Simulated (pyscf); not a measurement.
methane (CH₄) + silanone (O=SiH₂) → H₃C–O–SiH₃, an addition across a multiple bond or ene-type step (singlet surface; C–H broken, C–O, H–Si formed). Structures and frequencies: ωB97X-D3(BJ)/def2-SVP in PySCF. MP2 and CC: frozen core, UHF for open shells. ΔMP2 is the change of the MP2 total energy from the triple- to the quadruple-zeta basis. Energies in kJ/mol from the separated reactants.

Small-basis levels: PySCF, no dispersion term, spherical d functions. 

Quick HF/6-31G* single points give ΔE‡ = 358.3 kJ/mol and ΔE = -121.0 kJ/mol. What does CCSD(T)/def2-TZVPP + ΔMP2(QZVPP) give, and how far is the quick result from it?

CCSD(T)/def2-TZVPP + ΔMP2(QZVPP) gives ΔE‡ = 300.3 kJ/mol and ΔE = -81.9 kJ/mol. HF/6-31G* lies 58.0 kJ/mol over it in the barrier and 39.2 kJ/mol under it in the reaction energy, so on this step it does not hold to within 12.6 kJ/mol. CCSD(T)/def2-TZVPP + ΔMP2(QZVPP) has limits of its own. H₃C–O–SiH₃ lies 99.2 kJ/mol over its isomer H₃C–SiH₂–OH, and others may lie lower still (electronic energy, ωB97M-D3(BJ)). This is the saddle that the search found; another between the same sides may lie lower. The CCSD(T) − MP2 part came from Ansatz, without density fitting, on the same reference.
